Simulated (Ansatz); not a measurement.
The inner images of a band of CH6Si (8 atoms, charge 0, multiplicity 1) are given out of order.

Theory: RKS PBE-D4/def2-SVP (Ansatz 0.2.0).

First end point:

```xyz
8
Properties=species:S:1:pos:R:3
Si 0.170 -0.023 0.339
H -0.256 -0.298 1.758
C 2.055 0.026 0.204
H 2.497 -0.941 0.516
H 2.371 0.230 -0.839
H 2.475 0.822 0.852
H -0.431 1.291 -0.086
H -0.400 -1.106 -0.540
```

Last end point:

```xyz
8
Properties=species:S:1:pos:R:3
Si -0.760 -0.050 0.453
H 1.092 -0.155 1.157
C 2.050 -0.036 0.550
H 2.586 -0.998 0.653
H 1.865 0.192 -0.512
H 2.598 0.793 1.035
H -0.494 1.224 -0.379
H -0.458 -0.969 -0.752
```

Problem. Put them in order from the first end to the last, with their energies above the first end.
A.
```xyz
8
Properties=species:S:1:pos:R:3
Si -0.512 -0.053 0.444
H 0.928 -0.153 1.255
C 1.923 -0.021 0.459
H 2.389 -1.009 0.607
H 1.949 0.239 -0.619
H 2.424 0.776 1.033
H -0.340 1.282 -0.288
H -0.279 -1.060 -0.685
```
B.
```xyz
8
Properties=species:S:1:pos:R:3
Si -0.378 -0.048 0.410
H 0.780 -0.182 1.403
C 1.925 -0.007 0.388
H 2.361 -1.000 0.599
H 2.038 0.252 -0.678
H 2.379 0.776 1.023
H -0.347 1.304 -0.266
H -0.278 -1.095 -0.674
```
C.
```xyz
8
Properties=species:S:1:pos:R:3
Si -0.017 -0.025 0.308
H 0.462 -0.229 1.678
C 1.924 0.018 0.275
H 2.331 -0.972 0.584
H 2.198 0.261 -0.752
H 2.331 0.774 0.987
H -0.410 1.314 -0.238
H -0.338 -1.141 -0.637
```
D.
```xyz
8
Properties=species:S:1:pos:R:3
Si 0.157 -0.015 0.300
H -0.015 -0.266 1.770
C 2.025 0.031 0.198
H 2.397 -0.962 0.522
H 2.397 0.268 -0.813
H 2.388 0.783 0.927
H -0.462 1.285 -0.147
H -0.407 -1.124 -0.552
```
E.
```xyz
8
Properties=species:S:1:pos:R:3
Si -0.197 -0.037 0.353
H 0.633 -0.206 1.554
C 1.915 0.007 0.329
H 2.342 -0.984 0.597
H 2.116 0.257 -0.716
H 2.349 0.775 1.007
H -0.375 1.314 -0.259
H -0.302 -1.126 -0.661
```
F.
```xyz
8
Properties=species:S:1:pos:R:3
Si -0.656 -0.056 0.460
H 1.028 -0.129 1.171
C 1.978 -0.029 0.515
H 2.464 -1.013 0.617
H 1.850 0.228 -0.551
H 2.521 0.777 1.038
H -0.383 1.234 -0.340
H -0.321 -1.012 -0.704
```
G.
```xyz
8
Properties=species:S:1:pos:R:3
Si 0.106 -0.017 0.288
H 0.236 -0.253 1.753
C 1.973 0.027 0.229
H 2.342 -0.966 0.560
H 2.304 0.267 -0.787
H 2.336 0.775 0.965
H -0.441 1.301 -0.200
H -0.374 -1.135 -0.603
```

Solution. D (+0.09 eV), G (+0.48 eV), C (+1.32 eV), E (+2.36 eV), B (+2.79 eV), A (+2.49 eV), F (+2.19 eV).

Run time: 2.4 min on 1 thread of AMD EPYC 7R43 64-Core Processor (Zen 3), with other jobs on the host, peak memory 0.12 GiB.
